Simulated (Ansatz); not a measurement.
Molecule: C$_{2}$H$_{4}$NO, charge 0, multiplicity 2. It need not be the lowest isomer of its formula. 
Coordinates optimised at B3LYP-D3(BJ)/def2-TZVP (Ansatz, an electronic-structure program):
SMILES: CC([NH])=O
```xyz
8

O      0.4806     1.2318     0.0712
C      0.0856     0.0703    -0.0239
N      1.0063    -0.9284     0.1131
C     -1.3604    -0.3142    -0.1021
H     -1.9628     0.5531    -0.3620
H     -1.5017    -1.1086    -0.8366
H     -1.6814    -0.7025     0.8666
H      1.9064    -0.6339    -0.2739
```
Charge 0, spin multiplicity 2.

Dipole moments at this geometry, in debye (magnitudes).

```tsv
level	program	dipole (D)
B3LYP/def2-TZVPD	Ansatz	1.93
r2SCANh/def2-TZVPD	Ansatz	1.95
r2SCAN0/def2-TZVPD	Ansatz	2.00
HSE06/def2-TZVPD	Ansatz	1.94
wB97X-V/def2-TZVPD	Ansatz	1.97
```
